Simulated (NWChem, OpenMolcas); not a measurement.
**How methods differ on C2F2 (SMILES FC#CF)**

C2F2: 4 atoms, total charge 0, spin state singlet. SMILES: `FC#CF`. The coordinates come from a PBE0-D4/def2-TZVP relaxation.

Each level gives the HOMO–LUMO gap (eV). The values are calculated.

```
         level                    kind     program  value (eV)
    HF/cc-pVTZ            Hartree–Fock  OpenMolcas       17.07
   PBE/cc-pVTZ                     GGA  OpenMolcas        6.53
revPBE/cc-pVTZ                     GGA  OpenMolcas        6.54
r2SCAN/cc-pVTZ                meta-GGA  OpenMolcas        7.14
 B3LYP/cc-pVTZ           global hybrid  OpenMolcas        8.71
 BHLYP/cc-pVTZ           global hybrid  OpenMolcas       11.90
M06-2X/cc-pVTZ         hybrid meta-GGA      NWChem       11.95
 wB97X/cc-pVTZ  range-separated hybrid      NWChem       14.25
```

The values span 6.53 to 17.07 eV. Orbital gaps aren't excitation energies; they tend to grow with the share of exact exchange.
